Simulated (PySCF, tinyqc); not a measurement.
Worked calculation: FCI on RHF in the sto-3g basis, frozen core, for HF, spin multiplicity 1. The lowest restricted solution is unstable here: a spin-polarised one lies 0.0989 hartree lower (PySCF). One step of it, computed by the program tinyqc.

Problem. FCI: determinants and Hamiltonian. Slater-Condon rules over spin orbitals, with the nuclear repulsion and the energy of the frozen orbital added and E(HF) subtracted on the diagonal. Only determinants linked to the reference directly or through others are kept (one block of an abelian symmetry group), so some states are absent.

one-electron integrals dressed by the frozen orbital, h + 2 (pq|11) - (p1|1q) (hartree), lower triangle:
```
           2          3          4          5          6
2  -6.675464
3   0.000000  -6.017677
4   0.000000   0.000000  -6.017677
5   0.176744   0.000000   0.000000  -4.562110
6   0.287965   0.000000   0.000000   1.668367  -4.166250
```

energy of the frozen orbital, 2 h_11 + (11|11) = -75.29740388 hartree

Two-electron integrals over orbitals (pq|rs), unique and non-zero (hartree); the lowest 1 orbital is frozen and left out:
```
(22|22) 0.889690    (32|32) 0.193509    (33|22) 0.905333    (33|33) 0.997514
(42|42) 0.193509    (43|43) 0.053770    (44|22) 0.905333    (44|33) 0.889973
(44|44) 0.997514    (52|22) -0.037205   (52|33) -0.041885   (52|44) -0.041885
(52|52) 0.113199    (53|32) -0.014785   (53|53) 0.029598    (54|42) -0.014785
(54|54) 0.029598    (55|22) 0.633691    (55|33) 0.620118    (55|44) 0.620118
(55|52) -0.001569   (55|55) 0.612066    (62|22) -0.046026   (62|33) -0.047110
(62|44) -0.047110   (62|52) -0.091640   (62|55) -0.016398   (62|62) 0.091813
(63|32) -0.015544   (63|53) -0.025628   (63|63) 0.027163    (64|42) -0.015544
(64|54) -0.025628   (64|64) 0.027163    (65|22) -0.290881   (65|33) -0.287896
(65|44) -0.287896   (65|52) 0.051790    (65|55) -0.077919   (65|62) 0.017486
(65|65) 0.277226    (66|22) 0.600041    (66|33) 0.588278    (66|44) 0.588278
(66|52) 0.026635    (66|55) 0.607961    (66|62) -0.036079   (66|65) -0.034112
(66|66) 0.623471
```

nuclear repulsion = 2.90934325 hartree

Hartree-Fock energy = -98.36523654 hartree

Give: determinants; H - E(HF) between determinants.

Solution.

Occupation strings over the orbitals (2 doubly, a alpha, b beta, 0 empty; spin orbitals ordered 1a 1b 2a 2b ...): 222220 2222ab 2a222b 2222ba 2b222a 222202 2a22b2 222022 220222 2b22a2 202222

H - E(HF) between determinants (hartree), lower triangle:
```
         222220   2222ab   2a222b   2222ba   2b222a   222202   2a22b2   222022
222220   0.0000
2222ab   0.0000   0.2234
2a222b   0.0000  -0.0091   1.0686
2222ba   0.0000  -0.2772  -0.0175   0.2234
2b222a   0.0000  -0.0175  -0.0918  -0.0091   1.0686
222202   0.2772   0.0438  -0.0518  -0.0438   0.0518   0.4663
2a22b2  -0.0175   0.0518  -0.2568  -0.0197   0.0916   0.0374   1.3411
222022   0.0272   0.0256   0.0155  -0.0256  -0.0155   0.0296   0.0148   0.6136
220222   0.0272   0.0256   0.0155  -0.0256  -0.0155   0.0296   0.0148   0.0538
2b22a2   0.0175  -0.0197   0.0916   0.0518  -0.2568  -0.0374  -0.1132  -0.0148
202222   0.0918   0.0916   0.0099  -0.0916  -0.0099   0.1132   0.0730   0.1935

         220222   2b22a2  202222
220222   0.6136
2b22a2  -0.0148   1.3411
202222   0.1935  -0.0730  2.4502
```
